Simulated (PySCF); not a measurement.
Method: B3LYP-D3(BJ)/def2-TZVP run with PySCF. Isolated molecules, 0 K electronic values unless said otherwise. One relaxed conformer stands for a flexible species; it need not be the lowest. B3LYP has the VWN-RPA correlation part, as in Gaussian. Excitations are Tamm–Dancoff values on a coarser integration grid. The basis has no diffuse functions, so Rydberg states are missing or too high.

Reference species (SMILES): `[Cl][Al]([Cl])[Cl]` (neutral, multiplicity 1).

* **T1 excitation (TDA)**: 6.13 eV
* **LUMO**: -1.59 eV

Changed species: `[SH][Al]([Cl])[Cl]` (H–S–Al–Cl torsion 180°) (1 of 3 Cl replaced by SH; the reference has 0 of 3 Cl replaced by SH).

Question: What does the change do to the T1 excitation (TDA) and LUMO?

Answer: the T1 excitation (TDA) falls by 0.89 eV, to 5.24 eV; the LUMO rises by 0.27 eV, to -1.32 eV.
